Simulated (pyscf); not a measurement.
Optimised with ωB97X-D3(BJ)/def2-SVP in PySCF.

**Question.** Estimate by transition-state theory the rate constant of ammonia (NH₃) + H₂N–SiH₂–OH → H₂N–SiH₂–NH₂ + water (H₂O) (singlet surface; H–N, O–Si broken, N–Si, H–O formed) at 600 K, with ωB97M-D3(BJ)/def2-TZVP energies (ideal gas, 1 atm, RRHO with modes under 100 cm⁻¹ raised to 100, one conformer, R ln 2 for chiral ones without a mode under 150 cm⁻¹; no tunnelling).

**Answer.** The electronic barrier is 30.6 kcal/mol and the thermal terms add +23.4, so ΔG‡ = 54.0 kcal/mol. With k_BT/h = 1.25e+13 s⁻¹ and RT = 1.192 kcal/mol, and a volume of 8.18e-20 cm³ per molecule at 1 atm, k = 2.2e-26 cm³ molecule⁻¹ s⁻¹. Wigner's tunnelling factor for 727i cm⁻¹ would be 1.13. A shift of 1 kcal/mol in the barrier changes k by a factor 2.3. On the reactant side the descent ends in a complex (not fully relaxed), 4.1 kcal/mol under the separated species and 34.7 kcal/mol under the saddle at ωB97X-D3(BJ)/def2-TZVP. On the product side the descent ends in a complex, 4.9 kcal/mol under the separated species and 24.3 kcal/mol under the saddle at ωB97X-D3(BJ)/def2-TZVP. One saddle was located; it need not be the lowest between these sides.
